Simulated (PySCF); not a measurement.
# CH3F (fluoromethane) at B3LYP/STO-6G

What is the vertical ionisation energy of CH3F (fluoromethane) at B3LYP/STO-6G? The job is set up through a Python script.

The results are computed with PySCF 2.14.0.

8 further runs of the same task are left out: 1 that didn't finish, 7 set aside as unsound or not needed.

### 1 The structure to begin with

CH3F has 5 atoms, charge 0, and is taken as a singlet. As SMILES, `CF`. The shape is that of a PBE0-D4/def2-TZVP optimisation.

Bond lengths: C1–F2 1.376 Å, C1–H3 1.092 Å, C1–H4 1.092 Å, C1–H5 1.092 Å. Angles: F2–C1–H3 109.1°, F2–C1–H4 109.1°, F2–C1–H5 109.1°, H3–C1–H4 109.9°, H3–C1–H5 109.9°, H4–C1–H5 109.9°.

### 2 A single-point energy at B3LYP/STO-6G

Input file run.py:

```python
# CF
from pyscf import gto, dft

mol = gto.M(
    atom='''
C     -0.050700     0.032900     0.007800
F      1.094100    -0.710500    -0.168600
H     -0.918700    -0.626900    -0.058000
H     -0.104800     0.796000    -0.772000
H     -0.019800     0.508500     0.990700
''',
    basis='sto-6g',
    charge=0,
    max_memory=1860,
    verbose=3,
    spin=0,
)

mf = dft.RKS(mol)
mf.xc = 'b3lyp'
mf.grids.level = 5
mf.conv_tol = 1e-10
mf.kernel()
if not mf.converged:
    mf = mf.newton().run(mf.mo_coeff, mf.mo_occ)

energy = mf.e_tot
print('E = %.10f Eh' % energy)
```

Command:

```sh
$ OMP_NUM_THREADS=1 python run.py
```

What it wrote:

```text
converged SCF energy = -139.11262373178
E = -139.1126237318 Eh
```

Run time: 2.2 s. Hardware: 1 thread of Arm Neoverse V1, shared host; peak memory 0.17 GiB.

### 3 The doublet cation

Input file input.xyz:

```xyz
5

C     -0.050700     0.032900     0.007800
F      1.094100    -0.710500    -0.168600
H     -0.918700    -0.626900    -0.058000
H     -0.104800     0.796000    -0.772000
H     -0.019800     0.508500     0.990700
```

Input file calc.py:

```python
from pyscf import gto, dft

system = gto.M(
    atom='input.xyz',
    verbose=4,
    charge=1,
    max_memory=1860,
    spin=1,
    basis='sto-6g',
)

myscf = dft.UKS(system, xc='b3lyp')
myscf.grids.level = 5
myscf.conv_tol = 1e-10
myscf.kernel()
if not myscf.converged:
    myscf = myscf.newton().run(myscf.mo_coeff, myscf.mo_occ)

e_tot = myscf.e_tot
print('E(%s) = %.9f' % ('B3LYP', e_tot))
```

Command:

```sh
$ OMP_NUM_THREADS=1 python calc.py
```

What it wrote:

```text
PySCF version 2.14.0

[... 53 lines left out ...]
WARN: beta  nocc = 8  HOMO -0.340596628622684 >= LUMO -0.340580905361099
[... 106 lines left out ...]
converged SCF energy = -138.733199073405  <S^2> = 0.75152779  2S+1 = 2.0015272
E(B3LYP) = -138.733199073
```

It took 8.1 s on 1 thread of Arm Neoverse V1, shared host; peak memory 0.18 GiB.

### 4 Summary of results

At B3LYP/STO-6G:

| quantity | value |
| --- | --- |
| singlet CH3F: total energy | -139.11262 Eh |
| singlet CH3F: dipole moment | 0.97 D |
| singlet CH3F: HOMO energy | -5.07 eV |
| singlet CH3F: LUMO energy | 8.64 eV |
| singlet CH3F: HOMO–LUMO gap | 13.71 eV |
| doublet cation: total energy | -138.73320 Eh |
| doublet cation: HOMO energy (highest over α and β) | -18.31 eV |
| doublet cation: LUMO energy (lowest over α and β) | -15.27 eV |
| doublet cation: ⟨S²⟩ | 0.752 |
| vertical ionisation energy (to the doublet cation) | 10.325 eV |

The vertical ionisation energy comes to 10.32 eV (238 kcal/mol). −ε(HOMO) before ionisation, 5.07 eV, is 5.26 eV below this ionisation energy. In a minimal basis such a difference can be off by several eV, whatever the method. Mulliken charges (singlet CH3F) run from -0.12 on C1 to +0.08 on H3.
